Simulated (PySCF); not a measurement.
C₄H₆O.
InChI=1S/C4H6O/c5-4-2-1-3-4/h1-2,4-5H,3H2/t4-/m0/s1

Computed with EOM-IP-CCSD/aug-cc-pVDZ in PySCF, restricted Hartree–Fock reference, 5 core orbitals frozen, non-relativistic, gas phase, PBE0-D3(BJ)/def2-SVP geometry.

The vertical ionisation energies are 9.77, 10.30, 11.17, 12.60, 13.54, 14.14, 14.95, 16.08 eV.

Question: Which Hartree–Fock orbital leads each hole, and what is its Koopmans value −ε?

Answer: 
| leading hole (HF orbital) | Koopmans (eV) | EOM-IP-CCSD (eV) | change (eV) | one-hole share |
| --- | --- | --- | --- | --- |
| HOMO | 9.91 | 9.77 | -0.14 | 0.96 |
| HOMO-1 | 11.58 | 10.30 | -1.28 | 0.96 |
| HOMO-2 | 12.34 | 11.17 | -1.17 | 0.96 |
| HOMO-3 | 13.97 | 12.60 | -1.37 | 0.95 |
| HOMO-4 | 14.74 | 13.54 | -1.20 | 0.95 |
| HOMO-5 | 15.89 | 14.14 | -1.75 | 0.94 |
| HOMO-6 | 16.70 | 14.95 | -1.75 | 0.94 |
| HOMO-7 | 17.50 | 16.08 | -1.42 | 0.94 |

Question: Does the order of the lines follow the orbital energies?

Answer: Yes, no two lines change places. The corrections run from -1.75 to -0.14 eV, with a mean of -1.26 eV over the 8 lines; no line lies above its Koopmans value. Koopmans values leave out both the relaxation of the orbitals and the change in correlation energy.

Question: At what kinetic energies would He II light (40.81 eV) eject these electrons?

Answer: 31.04 eV (HOMO), 30.51 eV (HOMO-1), 29.64 eV (HOMO-2), 28.21 eV (HOMO-3), 27.27 eV (HOMO-4), 26.67 eV (HOMO-5), 25.86 eV (HOMO-6), 24.73 eV (HOMO-7).

Question: What total energy has the lowest final state, and which wavelength reaches it?

Answer: E(CCSD) + ionisation energy = -230.58673 + 0.35907 = -230.22766 Eh, at the geometry of the initial state. The threshold wavelength is 1239.84 eV nm/9.77 eV = 126.9 nm.

One root was sought for each valence orbital with −ε under 21 eV, eight at most, so deeper holes and satellites are missing; no vibrational structure.

On an Intel Xeon Platinum 8488C with one thread, on a shared host, this took 4.2 min and 3.0 GiB of memory at its peak.

The values belong to the conformer `[OH:1][C@H:2]1[CH:3]=[CH:4][CH2:5]1`: H–O1–C2–C3 -44°.
